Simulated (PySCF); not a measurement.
## AlF: one state, many levels of theory

State: ¹Σ⁺ (singlet), closed shell. Set-up: PySCF, no relativity, basis sets Al def2-TZVPP, F def2-TZVPP. De refers to Al + F in their high-spin ground configurations, without counterpoise correction. A positive dipole means Al(−)F(+).

```
      Level  Re (Å)  ωe (cm⁻¹)  De (eV)  μ (D)
        RHF   1.642        834     5.15  -1.23
    RHF-MP2   1.669        789     7.19    n/a
RHF-SCS-MP2   1.668        790     6.99    n/a
   RHF-CCSD   1.661        805     6.70    n/a
RHF-CCSD(T)   1.665        797     6.83    n/a
        PBE   1.684        747     7.05  -1.43
       TPSS   1.679        759     6.86  -1.31
     r²SCAN   1.664        787     6.89  -1.27
      TPSSh   1.671        773     6.76  -1.31
      B3LYP   1.671        771     6.90  -1.51
       PBE0   1.664        785     6.76  -1.39
       MN15   1.666        782     7.24  -1.53
    LC-ωPBE   1.666        787     6.91  -1.27
```

The bond length runs from 1.642 Å (RHF) to 1.684 Å (PBE). De spans 5.15 eV (RHF, mean field) to 7.24 eV (MN15, hybrid meta-GGA). Correlation at CCSD(T) changes the Hartree–Fock bond energy by +1.68 eV; the triples alone change it by +0.13 eV.

Correlated steps freeze 6 core orbitals. Where the molecule has an RHF reference, its open-shell atoms are computed with UHF.
